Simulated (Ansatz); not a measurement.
Consider vertical spin-state energies of OSi (the Python package of Ansatz (0.2.0)).

`osi.py`:
```python
"""Gap between spin states of OSi at one geometry."""

import ansatz


def main() -> None:
    geometry_ang = [
        ("Si", [0.0, 0.0, 0.0]),
        ("O", [0.0, 0.0, 1.715]),
    ]
    molecule = ansatz.Crystal.molecule()
    for symbol, xyz in geometry_ang:
        molecule = molecule.atom(symbol, xyz)

    calculation = (
        molecule.calculation()
        .basis(gaussian="cc-pVDZ")
        .functional("PBE")
    )
    found = {}
    for unpaired in [0, 2]:
        data = calculation.spin("collinear", total=unpaired).run(threads=1).report
        s = unpaired / 2
        found[unpaired] = data["free_energy_ev"]
        print(f"2S+1 = {unpaired + 1}: E = {found[unpaired]:.5f} eV, <S^2> = {abs(data['mean_field']['state']['spin_squared']):.3f} (pure state {s * (s + 1):.2f})")
    lowest = min(found, key=found.get)
    for unpaired, e in found.items():
        print(f"multiplicity {unpaired + 1}: {(e - found[lowest]):.3f} eV above the lowest")


if __name__ == "__main__":
    main()
```

Which spin state is lowest at this geometry, and how far above lie the others?

In order: multiplicity 1 (+0.00 eV) and multiplicity 3 (+3.49 eV), all at the one geometry.

The output:

```console
$ python osi.py
2S+1 = 1: E = -9917.96933 eV, <S^2> = 0.000 (pure state 0.00)
2S+1 = 3: E = -9914.47555 eV, <S^2> = 2.003 (pure state 2.00)
multiplicity 1: 0.000 eV above the lowest
multiplicity 3: 3.494 eV above the lowest
```

Caveats:
- Total energies depend on the basis set; only differences at equal settings carry meaning.
- The geometry is a force-field or estimated start, not a minimum of this method, and the basis set is short of its limit. All parts are taken at fixed geometry, without zero-point energy.
- The spin state was assumed, and another may lie lower.
- Wall time of the script: 3.8 s on 1 thread of Arm Neoverse V2, on a shared host, peak memory 0.15 GiB.

(Lines on the test bed's own set-up are left out of the output.)
